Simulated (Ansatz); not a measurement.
**C3H2Cl+: one structure at several levels**

One table from this session's results is given with a row withheld; the runs are named, their logs left out.

The runs use Ansatz 0.2.0, Gaussian basis; single points in def2-TZVPP.

Cores are frozen in the correlated methods.

**Starting geometry**

SMILES `Clc1c[cH+]1`, 6 atoms, charge 1, spin multiplicity 1.

Atoms are counted from 1 here; the program's logs count them from 0.

Bond lengths: Cl1–C2 1.752 Å, C2–C3 1.449 Å, C2–C4 1.347 Å, C3–C4 1.453 Å, C3–H5 1.053 Å, C4–H6 1.213 Å. Angles: Cl1–C2–C3 150.6°, Cl1–C2–C4 141.1°, C3–C2–C4 62.5°, C2–C3–C4 55.3°, C2–C3–H5 141.3°, C4–C3–H5 152.1°, C2–C4–C3 62.2°, C2–C4–H6 155.6°, C3–C4–H6 142.1°.

As a file:

```
Cl   -1.8430    0.2764    1.6007
C    -0.4234    0.1097    0.5867
C     0.5549   -0.7185   -0.0881
C     0.1083    0.5817   -0.5577
H     1.3064   -1.4294    0.1086
H     0.2280    1.3576   -1.4820
```

Set-up of the first run:

run/in.yaml reads:

```yaml
crystal:
  periodic: [false, false, false]
  atoms:
    - {symbol: Cl, position_ang: [-1.843000, 0.276400, 1.600700]}
    - {symbol: C, position_ang: [-0.423400, 0.109700, 0.586700]}
    - {symbol: C, position_ang: [0.554900, -0.718500, -0.088100]}
    - {symbol: C, position_ang: [0.108300, 0.581700, -0.557700]}
    - {symbol: H, position_ang: [1.306400, -1.429400, 0.108600]}
    - {symbol: H, position_ang: [0.228000, 1.357600, -1.482000]}
basis:
  gaussian: {orbitals: def2-TZVPP}
total_charge: 1
correlation: {method: ccsd_t}
output: {forces: true}
```

The command line of these runs was not kept.

Steps of the session up to this table: CCSD(T)/def2-TZVPP; PBE0-D4/def2-TZVPP; wB97M-V/def2-TZVPP; r2SCAN-D4/def2-TZVPP; PBE-D4/def2-TZVPP; wB97X-V/def2-TZVPP; r2SCAN0-D4/def2-TZVPP.

One table of the session follows, with a row left open; its other results are not shown here.

| method | RMS force component (eV/Å) | angle to CCSD(T) forces (°) |
| --- | --- | --- |
| CCSD(T) | 2.144 | reference |
| PBE0-D4 | 2.282 | 8.2 |
| wB97M-V | 2.236 | 8.6 |
| r2SCAN-D4 | 2.199 | 6.0 |
| PBE-D4 | 2.118 | 3.9 |
| wB97X-V | ? | ? |
| r2SCAN0-D4 | 2.334 | 10.6 |

Estimate the missing values for wB97X-V.

**Answer.** RMS force component (eV/Å): 2.305; angle to CCSD(T) forces (°): 8.4. In the column «RMS force component (eV/Å)» it lies between PBE0-D4 (2.282) and r2SCAN0-D4 (2.334).
